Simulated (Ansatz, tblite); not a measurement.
# Si(OMe)H3 (CH6OSi): one state, many levels

The task here is to estimate one member of a computed series from the others.

Method: as each input shows; program: Ansatz 0.2.0, Gaussian basis.

Plan: GFN1-xTB, GFN2-xTB, PBE-D4/def2-TZVP, r2SCAN-D4/def2-TZVP, CAM-B3LYP-D4/def2-TZVP, r2SCAN0-D4/def2-TZVP, LDA/def2-TZVP, B3LYP-D4/def2-TZVP, B2PLYP/def2-TZVP, HSE06-D4/def2-TZVP, LC-ωPBE/def2-TZVP, PBE-D4/def2-SVP, PBE0-D4/def2-SVP, HF/STO-3G, HF/6-31G, B3LYP-D4/6-31G, CCSD(T)/def2-TZVPP, MP2/def2-TZVP, RPA/def2-TZVP.

### The relaxed structure

The singlet was relaxed beforehand with PBE0-D4/def2-TZVP.

9 atoms, charge 0, spin multiplicity 1.

Bond lengths: Si1–O2 1.642 Å, Si1–H7 1.491 Å, Si1–H8 1.481 Å, Si1–H9 1.491 Å, O2–C3 1.408 Å, C3–H4 1.096 Å, C3–H5 1.091 Å, C3–H6 1.096 Å. Angles: O2–Si1–H7 110.9°, O2–Si1–H8 106.4°, O2–Si1–H9 110.9°, H7–Si1–H8 110.4°, H7–Si1–H9 107.9°, H8–Si1–H9 110.4°, Si1–O2–C3 122.4°, O2–C3–H4 111.5°, O2–C3–H5 108.3°, O2–C3–H6 111.5°, H4–C3–H5 108.4°, H4–C3–H6 108.6°, H5–C3–H6 108.4°.

PBE0-D4/def2-TZVP was run before; its log isn't repeated, and its numbers join the tables.

The first run:

Tight binding, by tblite at 300 K electronic temperature and without a spin-polarisation term:

```python
tblite.interface.Calculator('GFN1-xTB', numbers, positions, charge=0, uhf=0).singlepoint()
```

Tight binding, by tblite at 300 K electronic temperature and without a spin-polarisation term:

```python
tblite.interface.Calculator('GFN2-xTB', numbers, positions, charge=0, uhf=0).singlepoint()
```

start.molden holds the orbitals of an earlier run on this state, given as this run's starting guess.

in.yaml

```yaml
crystal:
  periodic: [false, false, false]
  atoms:
    - {symbol: Si, position_ang: [-0.382509, 0.613081, -1.099906]}
    - {symbol: O, position_ang: [-0.306498, 0.503288, 0.536548]}
    - {symbol: C, position_ang: [0.348560, -0.556885, 1.191940]}
    - {symbol: H, position_ang: [-0.095205, -1.525645, 0.933458]}
    - {symbol: H, position_ang: [0.248744, -0.408263, 2.268419]}
    - {symbol: H, position_ang: [1.416078, -0.584751, 0.943487]}
    - {symbol: H, position_ang: [0.983660, 0.686171, -1.691612]}
    - {symbol: H, position_ang: [-1.142000, 1.847941, -1.402165]}
    - {symbol: H, position_ang: [-1.070830, -0.574937, -1.680149]}
basis:
  gaussian: {orbitals: def2-TZVP, initial_orbitals: start.molden}
hamiltonian: {xc: pbe, dispersion: d4}
scf: {omitted_lower_state_checks: [starts]}
output: {orbitals: {seedname: orbitals}}
```

Command:

```console
$ ansatz run in.yaml --threads 4 --pin off --events-out ev --progress --plain --max-ram 3916MiB
```

Among the steps run: PBE-D4/def2-TZVP; r2SCAN-D4/def2-TZVP; CAM-B3LYP-D4/def2-TZVP; r2SCAN0-D4/def2-TZVP; LDA/def2-TZVP; B3LYP-D4/def2-TZVP; B2PLYP/def2-TZVP; HSE06-D4/def2-TZVP; LC-ωPBE/def2-TZVP; PBE-D4/def2-SVP; PBE0-D4/def2-SVP; HF/STO-3G; HF/6-31G; B3LYP-D4/6-31G; CCSD(T)/def2-TZVPP; MP2/def2-TZVP; RPA/def2-TZVP.

One table of the session follows, with a row left open; its other results are not shown here.

It belongs to the step «Levels side by side». 

```
                 level  HOMO (eV)  LUMO (eV)  gap (eV)
             HF/STO-3G      -8.72      13.13     21.86
              HF/6-31G     -11.73       3.76     15.50
         LDA/def2-TZVP      -6.75      -0.85      5.91
       PBE-D4/def2-SVP      -6.47      -0.07      6.40
      PBE-D4/def2-TZVP      -6.66      -0.57      6.09
   r2SCAN-D4/def2-TZVP      -7.00      -0.11      6.89
        B3LYP-D4/6-31G      -7.49       0.48      7.97
    B3LYP-D4/def2-TZVP      -7.96       0.07      8.03
      PBE0-D4/def2-SVP      -8.05       0.84      8.89
     PBE0-D4/def2-TZVP      -8.18       0.30      8.48
  r2SCAN0-D4/def2-TZVP      -8.42       0.59      9.01
    HSE06-D4/def2-TZVP          ?          ?         ?
CAM-B3LYP-D4/def2-TZVP      -9.63       1.25     10.88
     LC-ωPBE/def2-TZVP     -10.96       2.46     13.42
```

Estimate the missing values for HSE06-D4/def2-TZVP.

**Answer.** HOMO (eV): -7.78; LUMO (eV): -0.08; gap (eV): 7.70. In the column «HOMO (eV)» it lies between B3LYP-D4/def2-TZVP (-7.96) and B3LYP-D4/6-31G (-7.49).
